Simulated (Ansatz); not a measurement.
This geometry of BH$_{2}$O (4 atoms, charge 0, multiplicity 2) is a first-order saddle point.

These are results of Ansatz 0.2.0, UKS BHLYP-D4/def2-SVPD, not measurements.

```xyz
4
Properties=species:S:1:pos:R:3
B -0.050 -0.272 0.143
O -0.113 0.841 -0.513
H -0.786 -1.096 0.592
H 1.004 0.466 -0.242
```

Which two structures does it join? (They come from a converged band through this point; their orientation in space is the band's.)

Bonds broken: O2–H4. Bonds formed: B1–H4.

Image 0:

```xyz
4
Properties=species:S:1:pos:R:3
B -0.013 -0.477 0.397
O 0.132 0.532 -0.452
H -1.064 -1.034 0.540
H 1.001 0.920 -0.505
```

Image 10:

```xyz
4
Properties=species:S:1:pos:R:3
B 0.032 -0.034 0.018
O -0.645 0.664 -0.831
H -0.529 -0.916 0.615
H 1.197 0.226 0.178
```

How far does it lie above each of them?

1.44 eV above the first and 1.57 eV above the second. This is the barrier of this one path; another mechanism may lie lower.

Run time: 100 s on 1 thread of Arm Neoverse V1, on a shared host, peak memory 0.11 GiB.
